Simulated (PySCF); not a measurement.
Cartesian coordinates in Å; atom numbers follow the order of the lines, from 1:
```xyz
11

C    -1.4906   -0.0037    0.7289
N    -0.2177   -0.1917    0.0828
C     0.7413    0.7208   -0.1953
C     1.7107   -0.0109   -0.8452
N     1.2912   -1.2967   -0.9224
N     0.1327   -1.3975   -0.3651
H    -1.3644    0.5334    1.6789
H    -2.1826    0.5561    0.0824
H    -1.9049   -0.9997    0.9243
H     0.6591    1.7677    0.0839
H     2.6683    0.3099   -1.2496
```

Geometry: PBE0-D3(BJ)/def2-SVP; GIAO shifts from PySCF 2.14, gas phase, non-relativistic, averaged over equivalent atoms.

At PBE0/pcSseg-2 (286 basis functions, 44 s wall time on 1 thread of an Intel Xeon Platinum 8259CL, shared host):
```
   atoms  δ (ppm)
      C4    142.7
      C3    129.9
      C1     37.1
      N6    411.9
      N5    396.7
      N2    261.2
     H11     7.78
     H10     7.46
H7/H8/H9     4.02
```

δ = σ(ref) − σ, references computed at the same level: 13C (σref 184.13), 1H (σref 31.25) vs TMS; 15N (σref 261.69) against NH3.

Predict the values at B3LYP/pcSseg-2 on the same geometry.

## Answers


| atoms | δ at B3LYP/pcSseg-2 | change |
| --- | --- | --- |
| C4 | 143.0 | +0.3 |
| C3 | 129.7 | -0.2 |
| C1 | 37.2 | +0.1 |
| N6 | 416.7 | +4.8 |
| N5 | 401.1 | +4.4 |
| N2 | 265.1 | +3.9 |
| H11 | 7.72 | -0.06 |
| H10 | 7.41 | -0.05 |
| H7/H8/H9 | 4.04 | +0.02 |

Referencing at the same level of theory: 13C (179.19 ppm), 1H (31.39 ppm) vs TMS; NH3 for 15N (258.52 ppm).

The largest change is at N6 (pyridine-type nitrogen of an azole). Cost: 286 basis functions, 41 s wall time on 1 thread of an Intel Xeon Platinum 8259CL, shared host. The order of the carbon signals is the same at both levels.

Experimental scales use liquid or dissolved standards, which lie at an offset from isolated NH3 (liquid NH3: subtract about 20 ppm). Unscaled 15N shifts of sp2 nitrogen come out 20 to 40 ppm too high even then.
